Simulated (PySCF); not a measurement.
Pyrimidine: calculation and literature

Bonds (- single, = double, # triple, : aromatic): C1:C2 1.384 Å, C2:N3 1.329 Å, N3:C4 1.327 Å, C4:N5 1.328 Å, N5:C6 1.328 Å, C6:C1 1.385 Å. C1 carries H7; C2 carries H8; C4 carries H9; C6 carries H10.

Published values to compare with: δ $^{15}$N N3/N5 -80.3 ppm (measured; solution, cyclohexane; M. Witanowski et al., J. Magn. Reson. 124 (1997) 127).
δ $^{13}$C C4 163.6; C2/C6 158.8; C1 122.4; δ $^{15}$N N3/N5 -71.3 ppm (CCSD(T)/cc-pVQZ; gas (isolated, no vibration); M. Maurer, PhD thesis, LMU Munich (Maurer, Ochsenfeld, JCTC 2015 SI; set of Flaig et al., JCTC 2014, 10, 572)). Coupling constants: $^{1}J$(C4,H9) 202.7 Hz, $^{1}J$(C6,H10) 182.8 Hz, $^{3}J$(C6,H8) 5.3 Hz, $^{1}J$(C1,H7) 166.2 Hz.

Calculated, not measured (PySCF 2.14): shieldings: GIAO B97-2/pcSseg-2, J couplings at B3LYP/pcJ-2, geometry: PBE0-D3(BJ)/def2-TZVP. A single conformation, isolated molecule, one averaged value for each set of equivalent atoms, no relativistic terms.

Q: What does the calculation give, and how does it compare?

A: 
Reference values: measured (solution, cyclohexane; M. Witanowski et al., J. Magn. Reson. 124 (1997) 127).
```
atoms                          quantity  reference  computed  computed, scaled
N3/N5  δ $^{15}$N vs neat liquid CH3NO2      -80.3         –             -87.0
```

Reference values: CCSD(T)/cc-pVQZ (gas (isolated, no vibration); M. Maurer, PhD thesis, LMU Munich (Maurer, Ochsenfeld, JCTC 2015 SI; set of Flaig et al., JCTC 2014, 10, 572)).
```tsv
atoms	quantity	reference	computed	computed, scaled
C4	δ $^{13}$C	163.6	168.8	160.9
C2/C6	δ $^{13}$C	158.8	164.8	157.0
C1	δ $^{13}$C	122.4	126.8	120.3
N3/N5	δ $^{15}$N vs CH3NO2 (same level)	-71.3	–	-87.0
```

Computed shifts are σ(ref) − σ with the named reference compound (TMS for H and C) calculated as an isolated molecule at the same level. The measured values may be among those fitted. Expected solution values come from regression of measured δ (H and C: mostly CDCl3, vs TMS) on computed σ: $^{13}$C (scatter 2.0 ppm rms, 2.1 ppm with the 3 outliers that the fit left out); $^{15}$N (scatter 6.4 ppm rms vs CH3NO2, solution or neat liquid). A few per cent of atoms miss by over 2 rms, more outside the fitted compound classes.

Coupling constants in Hz (some tables give magnitudes without signs):
```tsv
coupling	reference	computed	source
$^{1}J$(C4,H9)	202.7	211.6	measured; liquid or solution; F. J. Weigert, PhD thesis, Caltech 1968 (Carbon-13 magnetic resonance spectroscopy)
$^{1}J$(C6,H10)	182.8	186.7	measured; liquid or solution; F. J. Weigert, PhD thesis, Caltech 1968 (Carbon-13 magnetic resonance spectroscopy)
$^{3}J$(C6,H8)	5.3	5.6	measured; liquid or solution; F. J. Weigert, PhD thesis, Caltech 1968 (Carbon-13 magnetic resonance spectroscopy)
$^{1}J$(C1,H7)	166.2	172.5	measured; liquid or solution; F. J. Weigert, PhD thesis, Caltech 1968 (Carbon-13 magnetic resonance spectroscopy)
```

Q: How far are the unscaled $^{13}$C shifts from the references?

A: Mean signed difference +5.20 ppm, mean absolute 5.20 ppm over 3 comparisons; the largest is +6.0 ppm at C2/C6 (aromatic CH next to a ring nitrogen).

9 of the 29 published NMR values on file for this molecule are compared. The rest: values whose atom or origin is in doubt.
